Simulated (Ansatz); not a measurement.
## Structure relaxation of SnH3

Computed with Ansatz, DFT PBE, scalar-relativistic, plane waves, PAW. Cutoff 420 eV, Γ-centred k mesh, Gaussian smearing, no spin polarisation in the final step.

This is the end of a relaxation of cell and atoms.

```yaml
crystal:
  lattice:
    - [3.33412, 0.00000, 0.00000]
    - [0.00000, 3.33412, 0.00000]
    - [0.00000, 0.00000, 3.33412]
  atoms:
    - { symbol: Sn, position: [0.00000, 0.00000, 0.00000] }
    - { symbol: H, position: [0.00000, 0.50000, 0.50000] }
    - { symbol: H, position: [0.50000, 0.00000, 0.50000] }
    - { symbol: H, position: [0.50000, 0.50000, 0.00000] }
```

Formation energies are uncorrected and refer to the elements' standard structures at the same level (H₂ as a molecule).

(1) What space group does it have?

(2) What is its formation energy per atom?

(3) Is it a metal?

Results:

(1) Pm-3m (No. 221). Conventional cell: a = 3.334 Å. Sn has 12 H at 2.36 Å; H has 4 Sn at 2.36 Å and 8 H at 2.36 Å.

(2) 0.79 eV/atom.

(3) Yes, bands cross the Fermi level on the 14×14×14 mesh.

The final run used a 14×14×14 mesh on its 4-atom cell and 0.10 eV smearing. For metals, differences of a few meV/atom aren't resolved. The cell came from a trial start, so SnH3 may not exist in this structure.

Cost: 3 runs of about 0.39 core-minutes in all, on Arm Neoverse V1 (shared hosts).